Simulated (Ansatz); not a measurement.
in.yaml

```yaml
crystal:
  periodic: [false, false, false]
  atoms:
    - {symbol: Ge, position_ang: [0.000000, 0.000000, 1.704490]}
    - {symbol: B, position_ang: [0.000000, 0.000000, -0.258320]}
    - {symbol: H, position_ang: [0.000000, 0.000000, -1.446169]}
basis:
  gaussian: {orbitals: cc-pVDZ}
correlation: {method: fic_mrcisd_q, electrons: outside_noble_gas, active_space: {window: {electrons: 8, orbitals: 9}, shells: [{species: B, l: s, shell: 2}, {species: B, l: p, shell: 2}, {species: Ge, l: s, shell: 4}, {species: Ge, l: p, shell: 4}, {species: H, l: s, shell: 1}]}}
```

```sh
$ ansatz run in.yaml --threads 1 --pin off --events-out ev --progress --plain --max-ram 2393MiB
```

The program prints:

```
852 factors; integrals over basis functions are off by at most 1.4e-7 eV
mean field evaluation 1: about -57156.2317 eV, gradient 9.0e0 eV
mean field evaluation 2: about -57156.2478 eV, gradient 9.1e0 eV
mean field evaluation 4: about -57156.7956 eV, gradient 8.3e-1 eV
mean field evaluation 8: about -57156.8001 eV, gradient 1.4e-3 eV
mean field evaluation 16: about -57156.8001 eV, gradient 2.8e-3 eV
mean field evaluation 32: about -57156.2474 eV, gradient 9.1e0 eV
mean field -57156.80005678 eV, -2100.4736598159 hartree, gradient 7.6e-6 eV, S^2 0.000000; 3 other end points of the search recorded, 0 dependent functions left out; unrestricted orbitals would lower it
reference -57156.80005678 eV, -2100.4736598159 hartree; 19, 19 occupied and 27, 27 virtual orbitals, 852 factors
state -57159.26801832 eV, -2100.5643557299 hartree
contracted CI cycle   1: correlation 0.00000000 eV, 0.0000000000 hartree, residual 1.06e1 eV
contracted CI cycle   2: correlation -2.19631571 eV, -0.0807131137 hartree, residual 2.40e0 eV
contracted CI cycle   3: correlation -2.30070821 eV, -0.0845494671 hartree, residual 5.20e-1 eV
contracted CI cycle   4: correlation -2.30556306 eV, -0.0847278797 hartree, residual 1.40e-1 eV
contracted CI cycle   5: correlation -2.30590517 eV, -0.0847404519 hartree, residual 3.56e-2 eV
contracted CI cycle   6: correlation -2.30592619 eV, -0.0847412246 hartree, residual 8.80e-3 eV
contracted CI cycle   7: correlation -2.30592748 eV, -0.0847412718 hartree, residual 2.18e-3 eV
contracted CI cycle   8: correlation -2.30592756 eV, -0.0847412747 hartree, residual 5.74e-4 eV
state -57159.26801832 eV, -2100.5643557299 hartree; corrected -57161.70098455 eV, -2100.6537655895 hartree
Total energy: -57161.70098455 eV, -2100.6537655895 hartree
Checks for a lower state left out: starts, orbital_swaps
```

Ran on 1 thread of Intel Xeon 6975P-C, shared host: 4.6 s wall, 0.37 GiB peak host memory.
